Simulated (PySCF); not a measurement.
**Simulated absorption spectrum**

Species: C3H5F.
SMILES with atom numbers: `[CH3:1]/[CH:2]=[CH:3]/[F:4]` (hydrogens: H5, H6, H7 on C1; H8 on C2; H9 on C3)

Structure used (GFN2-xTB), in Å, numbered top down from 1:
```
atom  x, y, z in Å
C1    -1.1585    0.1073   -0.0277
C2     0.2937    0.4327   -0.0818
C3     1.2479   -0.4602    0.0883
F4     2.5517   -0.1274    0.0330
H5    -1.6428    0.6891    0.7554
H6    -1.6341    0.3656   -0.9728
H7    -1.3146   -0.9499    0.1689
H8     0.5601    1.4627   -0.2707
H9     1.1101   -1.5139    0.2823
```

Computed with PySCF 2.14.0, density-fitted response routines, TDDFT CAM-B3LYP/def2-SVPD, vertical, gas phase, core orbitals frozen in the response.

Computed states:

| state | E (eV) | f |
| --- | --- | --- |
| S1 | 7.17 | 0.0080 |
| S2 | 7.37 | 0.0075 |
| S3 | 7.46 | 0.342 |
| S4 | 7.85 | 0.014 |
| S5 | 8.92 | 0.0025 |
| S6 | 9.02 | 0.0000 |
| S7 | 9.46 | 0.052 |
| S8 | 9.64 | 0.0003 |

Broadening: Gaussians 0.25 eV wide at half height, area fixed by f = 4.319×10⁻⁹ ∫ε dν̃. The width is an assumption, not a result. The curve ends short of the highest state used, and states not computed would add to its high-energy end.

(1) Give the broadened spectrum and its maxima.

(2) Does any computed singlet lie in the visible range?

(3) Coming from long wavelengths, where does ε first pass 100 L mol⁻¹ cm⁻¹?

Answers

(1) 
(E (eV), ε (L mol⁻¹ cm⁻¹)): (6.80, 2), (6.87, 16), (6.95, 100), (7.03, 374), (7.10, 839), (7.18, 2130), (7.26, 7211), (7.34, 20274), (7.41, 33689), (7.49, 35984), (7.57, 21961), (7.65, 7830), (7.72, 2569), (7.80, 1543), (7.88, 1454), (7.95, 976), (8.03, 367), (8.11, 78), (8.19, 9), (8.26, 1), (8.34, 0), (8.42, 0), (8.50, 0), (8.57, 1), (8.65, 11), (8.73, 56), (8.81, 162), (8.88, 257), (8.96, 257), (9.04, 148)

Maxima: 166 nm (7.46 eV), ε about 37000, made up of S3 (98%); 158 nm (7.83 eV), ε about 1500, made up of S4 (94%) (hardly more than a shoulder); 139 nm (8.92 eV), ε about 280, made up of S5 (99%) (ε in L mol⁻¹ cm⁻¹; maxima over ε = 5, shares over 10%).

(2) No computed singlet lies in the visible range (380 to 750 nm); the lowest, at 173 nm, stands 3.91 eV above its violet end (3.26 eV).

(3) At about 178 nm (6.95 eV), 0.22 eV below S1.
